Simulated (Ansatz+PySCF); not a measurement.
The numbers below are computed, except where a source is named.
Input for Ansatz (development build ahead of 0.2.0):

```yaml
crystal:
  periodic: [false, false, false]
  atoms:
    - { symbol: F, position_ang: [0.0, 0.0, -1.47969] }
    - { symbol: F, position_ang: [0.0, 0.0, 1.47969] }
basis:
  gaussian: { orbitals: STO-3G }
magnetization:
  spin_polarized: true
hamiltonian:
  xc: hf
correlation:
  method: mp2
  frozen_orbitals: { F: 1 }
scf:
  omitted_lower_state_checks: [starts, atomic_configurations, cluster_reference, orbital_swaps, given_window_search, neighbouring_geometries, increment]
```

The input is written out in the form of the current development build from the run's settings.

Output:

- Converged: yes
- Reference energy: -195.97313 hartree
- Correlation energy: 0.00000 hartree
- Total energy: -195.97313 hartree
- Spin squared of the determinant: 1.000
- Stability test: minimum

Messages of the program:
```
mean field -5332.70046380 eV, -195.9731274106 hartree, gradient 1.7e-9 eV, S^2 1.000000; 5 other ends of a descent, 0 dependent functions left out
```

Caution: large amplitudes, a single reference is doubtful; the unrestricted determinant is a mixture of spin states; the determinant may break the point group; another reference gives a lower total.
